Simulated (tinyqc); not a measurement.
Worked calculation: UHF in the sto-3g basis, for BH, spin multiplicity 3. One step of it, computed by the program tinyqc.

Task: Iteration 9 (converged): orbitals. Diagonalise F' = X^T F X, C = X C', fill 4 alpha and 2 beta electrons from the bottom; D(s) = C_occ C_occ^T. Each column has its largest component positive (the first on a tie).

converged F(alpha) (hartree), order 1B 1s, 1B 2s, 1B 2px, 1B 2py, 1B 2pz, 2H 1s:
$$\begin{pmatrix}
-7.324557 & -2.164120 & 0.000000 & 0.000000 & -0.002523 & -0.476639 \\
-2.164120 & -1.120119 & 0.000000 & 0.000000 & 0.040369 & -0.522834 \\
0.000000 & 0.000000 & 0.238687 & 0.068386 & 0.000000 & 0.000000 \\
0.000000 & 0.000000 & 0.068386 & -0.233799 & 0.000000 & 0.000000 \\
-0.002523 & 0.040369 & 0.000000 & 0.000000 & -0.182535 & -0.378871 \\
-0.476639 & -0.522834 & 0.000000 & 0.000000 & -0.378871 & -0.360958
\end{pmatrix}$$

converged F(beta) (hartree), order 1B 1s, 1B 2s, 1B 2px, 1B 2py, 1B 2pz, 2H 1s:
$$\begin{pmatrix}
-7.263723 & -2.127880 & 0.000000 & 0.000000 & -0.000713 & -0.464305 \\
-2.127880 & -0.714420 & 0.000000 & 0.000000 & -0.242988 & -0.499994 \\
0.000000 & 0.000000 & 0.354879 & -0.008795 & 0.000000 & 0.000000 \\
0.000000 & 0.000000 & -0.008795 & 0.415644 & 0.000000 & 0.000000 \\
-0.000713 & -0.242988 & 0.000000 & 0.000000 & 0.183323 & -0.334147 \\
-0.464305 & -0.499994 & 0.000000 & 0.000000 & -0.334147 & -0.310030
\end{pmatrix}$$

X, order 1B 1s, 1B 2s, 1B 2px, 1B 2py, 1B 2pz, 2H 1s:
$$\begin{pmatrix}
1.030273 & -0.153310 & 0.000000 & 0.000000 & -0.012373 & 0.027536 \\
-0.153310 & 1.143408 & 0.000000 & 0.000000 & 0.117229 & -0.316774 \\
0.000000 & 0.000000 & 1.000000 & 0.000000 & 0.000000 & 0.000000 \\
0.000000 & 0.000000 & 0.000000 & 1.000000 & 0.000000 & 0.000000 \\
-0.012373 & 0.117229 & 0.000000 & 0.000000 & 1.119859 & -0.325227 \\
0.027536 & -0.316774 & 0.000000 & 0.000000 & -0.325227 & 1.229936
\end{pmatrix}$$

Give: F' = X^T F X; orbital energies; coefficients C; F' = X^T F X; orbital energies; coefficients C; D(alpha) after iteration 9; D(beta) after iteration 9.

Result:

F' = X^T F X (alpha) (hartree):
$$\begin{pmatrix}
-7.1399 & -1.1322 & 0.0000 & 0.0000 & -0.0372 & -0.0487 \\
-1.1322 & -0.5451 & 0.0000 & 0.0000 & 0.2341 & -0.3930 \\
0.0000 & 0.0000 & 0.2387 & 0.0684 & 0.0000 & 0.0000 \\
0.0000 & 0.0000 & 0.0684 & -0.2338 & 0.0000 & 0.0000 \\
-0.0372 & 0.2341 & 0.0000 & 0.0000 & 0.0453 & -0.4561 \\
-0.0487 & -0.3930 & 0.0000 & 0.0000 & -0.4561 & 0.0410
\end{pmatrix}$$

orbital energies (alpha) (hartree): MO1 -7.3306, MO2 -0.5888, MO3 -0.3636, MO4 -0.2435, MO5 0.2484, MO6 0.6844

coefficients C (alpha), order 1B 1s, 1B 2s, 1B 2px, 1B 2py, 1B 2pz, 2H 1s:
$$\begin{pmatrix}
0.9910 & -0.2579 & 0.1311 & 0.0000 & 0.0000 & 0.1416 \\
0.0331 & 0.7773 & -0.5453 & 0.0000 & 0.0000 & -0.7364 \\
0.0000 & 0.0000 & 0.0000 & -0.1404 & 0.9901 & 0.0000 \\
0.0000 & 0.0000 & 0.0000 & 0.9901 & 0.1404 & 0.0000 \\
0.0029 & 0.0245 & 0.6619 & 0.0000 & 0.0000 & -0.9670 \\
-0.0065 & 0.4023 & 0.4656 & 0.0000 & 0.0000 & 1.1580
\end{pmatrix}$$

F' = X^T F X (beta) (hartree):
$$\begin{pmatrix}
-7.0778 & -1.1629 & 0.0000 & 0.0000 & 0.0034 & -0.0419 \\
-1.1629 & -0.1105 & 0.0000 & 0.0000 & -0.0526 & -0.4121 \\
0.0000 & 0.0000 & 0.3549 & -0.0088 & 0.0000 & 0.0000 \\
0.0000 & 0.0000 & -0.0088 & 0.4156 & 0.0000 & 0.0000 \\
0.0034 & -0.0526 & 0.0000 & 0.0000 & 0.4064 & -0.4415 \\
-0.0419 & -0.4121 & 0.0000 & 0.0000 & -0.4415 & 0.0857
\end{pmatrix}$$

orbital energies (beta) (hartree): MO1 -7.2683, MO2 -0.4692, MO3 0.2640, MO4 0.3536, MO5 0.4169, MO6 0.7773

coefficients C (beta), order 1B 1s, 1B 2s, 1B 2px, 1B 2py, 1B 2pz, 2H 1s:
$$\begin{pmatrix}
0.9924 & -0.1757 & -0.2382 & 0.0000 & 0.0000 & 0.1161 \\
0.0285 & 0.4698 & 0.9018 & 0.0000 & 0.0000 & -0.6404 \\
0.0000 & 0.0000 & 0.0000 & 0.9901 & -0.1404 & 0.0000 \\
0.0000 & 0.0000 & 0.0000 & 0.1404 & 0.9901 & 0.0000 \\
0.0036 & 0.2773 & -0.4705 & 0.0000 & 0.0000 & -1.0370 \\
-0.0062 & 0.5797 & -0.3958 & 0.0000 & 0.0000 & 1.1076
\end{pmatrix}$$

D(alpha) after iteration 9, order 1B 1s, 1B 2s, 1B 2px, 1B 2py, 1B 2pz, 2H 1s:
$$\begin{pmatrix}
1.0658 & -0.2391 & 0.0000 & 0.0000 & 0.0834 & -0.0492 \\
-0.2391 & 0.9027 & 0.0000 & 0.0000 & -0.3418 & 0.0585 \\
0.0000 & 0.0000 & 0.0197 & -0.1390 & 0.0000 & 0.0000 \\
0.0000 & 0.0000 & -0.1390 & 0.9803 & 0.0000 & 0.0000 \\
0.0834 & -0.3418 & 0.0000 & 0.0000 & 0.4387 & 0.3180 \\
-0.0492 & 0.0585 & 0.0000 & 0.0000 & 0.3180 & 0.3787
\end{pmatrix}$$

D(beta) after iteration 9, order 1B 1s, 1B 2s, 1B 2px, 1B 2py, 1B 2pz, 2H 1s:
$$\begin{pmatrix}
1.0157 & -0.0543 & 0.0000 & 0.0000 & -0.0452 & -0.1081 \\
-0.0543 & 0.2216 & 0.0000 & 0.0000 & 0.1304 & 0.2722 \\
0.0000 & 0.0000 & 0.0000 & 0.0000 & 0.0000 & 0.0000 \\
0.0000 & 0.0000 & 0.0000 & 0.0000 & 0.0000 & 0.0000 \\
-0.0452 & 0.1304 & 0.0000 & 0.0000 & 0.0769 & 0.1607 \\
-0.1081 & 0.2722 & 0.0000 & 0.0000 & 0.1607 & 0.3361
\end{pmatrix}$$
